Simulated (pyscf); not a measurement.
Optimised with ωB97X-D3(BJ)/def2-SVP in PySCF.

H₃Si–SiH₂–SiH₃ (SMILES [SiH3][SiH2][SiH3]) + HF (SMILES F) -> F–SiH₂–SiH₃ (SMILES F[SiH2][SiH3]) + SiH₄ (SMILES [SiH4])
Surface: singlet. Broken: Si–Si, F–H. Formed: F–Si, H–Si. Give ΔE‡ and ΔE from ωB97M-D3(BJ)/def2-TZVP, relative to the separated reactants.

ΔE‡ = 1.53 eV, ΔE = -1.25 eV. Zero-point energy shifts the barrier by -0.01 eV. It is a four-centre exchange, with an imaginary mode of 1236i cm⁻¹. At the saddle there is also a short H–Si contact that neither side keeps. One saddle was located; it need not be the lowest between these sides.
